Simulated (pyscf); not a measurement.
Elementary routes open to HO–GaH–OH (SMILES [OH][GaH][OH]) in the gas phase (singlet surface):
A. HO–Ga (SMILES [OH][Ga]) [singlet] + H₂O (SMILES O) (Ga–O, Ga–H broken; H–O formed)
B. O=Ga–OH (SMILES [O]=[Ga][OH]) + H₂ (SMILES [H][H]) (H–O, Ga–H broken; H–H formed)

Optimised with ωB97X-D3(BJ)/def2-SVP in PySCF.

### Question
Rank the routes by free-energy barrier at 298 K, lowest first, for ωB97M-D3(BJ)/def2-TZVP energies (ideal gas, 1 atm, RRHO with modes under 100 cm⁻¹ raised to 100, one conformer, R ln 2 for chiral ones without a mode under 150 cm⁻¹).

### Answer
A (54.5 kcal/mol), B (73.2 kcal/mol)

Route A is the fastest of these, ahead of the next by 18.7 kcal/mol. The most stable products are those of A (ΔG = +4.8 kcal/mol), so kinetics and thermodynamics agree. At 1200 K A is still the fastest. A: On the product side the descent ends in a bound adduct, 11.1 kcal/mol under the separated species and 51.8 kcal/mol under the saddle at ωB97X-D3(BJ)/def2-TZVP. B: On the reactant side the descent ends in a point that may be a rotor saddle (no frequency run), 1.6 kcal/mol over the lowest minimum found and 76.3 kcal/mol under the saddle at ωB97X-D3(BJ)/def2-TZVP. Only these routes are compared; each barrier is that of the saddle found, and lower ones may exist. Elements up to Kr have no core potential and no relativistic terms here.
